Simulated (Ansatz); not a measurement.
# NaWO3 (Pm-3m)

These are results of DFT r2SCAN, scalar-relativistic, plane waves, PAW (Ansatz 0.2.0), not measurements.

Plane waves to 500 eV, a k mesh through Γ of 10×10×10 on the computed 5-atom cell and Gaussian smearing (0.10 eV); no spin polarisation.

The structure is relaxed at this level of theory with its symmetry kept. Whether it is the stable form of this composition wasn't checked.

```
Na W O
1.0
     3.87646    0.00000    0.00000
     0.00000    3.87646    0.00000
     0.00000    0.00000    3.87646
Na W O
1 1 3
Direct
  0.00000 0.00000 0.00000
  0.50000 0.50000 0.50000
  0.50000 0.50000 0.00000
  0.00000 0.50000 0.50000
  0.50000 0.00000 0.50000
```

| Quantity | Value |
| --- | --- |
| Space group | Pm-3m (No. 221) |
| Volume per atom | 11.65 Å³ |
| Formation energy from the elements' standard states (uncorrected) | -2.286 eV/atom |
| Generalised Kohn–Sham band gap | none (metal) |
| Density of states at the Fermi level | 0.95 states/eV per cell |
| Löwdin character within 0.5 eV of the Fermi level | W 5d 76 %, O 2p 22 % |
| Bulk modulus | 230 GPa |
| Its pressure derivative | 4.4 |
| Bader charges (e) | Na (1 in the cell) 0.91, W (1 in the cell) 2.84, O (3 in the cell) -1.25 |

Spin-orbit coupling is left out, which matters for the bands of heavy elements. Spin polarisation was left out, and a magnetic state may lie lower.

Symmetry holds off the tilts and polar distortions that many cubic perovskites undergo.

Cost: 9 runs of about 3.5 core-minutes in all, on Arm Neoverse V1 (shared hosts).